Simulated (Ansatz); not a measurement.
# How the TA phonon frequency at X of cubic BN moves with the method

No measured value is used here.

```json
[
 {"level (code)": "LDA (Ansatz)", "value (cm⁻¹)": "704", "cell (Å³/atom)": "5.74"},
 {"level (code)": "PBE (Ansatz)", "value (cm⁻¹)": "695", "cell (Å³/atom)": "5.95"},
 {"level (code)": "PBE-D3(BJ) (Ansatz)", "value (cm⁻¹)": "698", "cell (Å³/atom)": "5.86"},
 {"level (code)": "r²SCAN (Ansatz)", "value (cm⁻¹)": "___", "cell (Å³/atom)": "5.88"}
]
```

### Question
Fill in the missing entries.

### Answer

- r²SCAN (Ansatz, a first-principles code), value (cm⁻¹): 717

PBE-D3(BJ): the dispersion coefficients are held fixed in the derivatives. Each level is taken at its own relaxed cell. Cutoffs and k meshes differ between the levels. Ansatz's density-functional and Hartree–Fock values are scalar-relativistic unless marked +SOC, with PAW data made under PBE.
